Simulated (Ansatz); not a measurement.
System: zinc-blende MgS (metastable phase). Method: BLYP (plane waves, PAW; Ansatz, an electronic-structure program).

Run with plane-wave cutoff 520 eV, 10×10×10 k mesh, Fermi–Dirac smearing 0.01 eV, scalar-relativistic PAW data made under PBE.

Pressure at four volumes; x = ln(V/23.718 Å³). One pressure is withheld.

| V (Å³/atom) | x | P (GPa) |
|---|---|---|
| 22.295 | -0.0619 | ? |
| 22.769 | -0.0408 | 2.28 |
| 23.718 | 0.0000 | -0.03 |
| 25.141 | 0.0583 | -2.71 |

**Question.** Pass a parabola P(x) through the three rows shown, estimate the bulk modulus and its pressure derivative near zero pressure, and predict the withheld pressure.

**Answer.** Slopes between the rows: (-0.03 − (2.28))/(0.0000 − (-0.0408)) = -56.62 and (-2.71 − (-0.03))/(0.0583 − (0.0000)) = -45.97 GPa. Their difference over the span 0.0991 is c = 10.65/0.0991 = 107.5 GPa, so P(x) = 2.28 + (-56.62)(x − (-0.0408)) + 107.5 (x − (-0.0408))(x − (0.0000)). At the middle row B = −dP/dx = −[-56.62 + 107.5 × 0.0408] = 52.2 GPa, and B′ = dB/dP = 2c/B = 4.1. At x = -0.0619 the parabola gives 3.62 GPa; the run gives 3.62 GPa. The Birch–Murnaghan fit to the energies at all volumes has B0 = 52.0 GPa and B′ = 4.1.

Note: the volume lies 7 % above that of the published cell.
